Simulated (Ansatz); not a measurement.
Species: lithium hydride, LiH, net charge 0, singlet state. 
Structure (B3LYP-D3(BJ)/def2-TZVP (Ansatz, a program for electronic structure) minimum search):
SMILES: [LiH]
```xyz
2

Li     0.0000     0.0000    -0.3977
H      0.0000     0.0000     1.1930
```

Basis-set convergence of Hartree-Fock and CCSD correlation energies (hartree) with Ansatz. Cores are frozen in the correlated levels unless marked. Spin-orbit coupling is left out. No relativistic terms.

```tsv
basis	functions	E(HF)	E(corr, CCSD)
def2-SVP	14	-7.97865	-0.02644
def2-TZVPP	33	-7.98598	-0.03486
def2-QZVPP	65	-7.98709	-0.03658
```

Extrapolating the two largest sets (X = 3 and 4) as X^-3: E(corr) = (64·(-0.03658) - 27·(-0.03486))/37 = -0.0378 Eh, an estimate of the basis-set limit. The largest set recovers 96.7 % of it, the smallest 69.9 %.
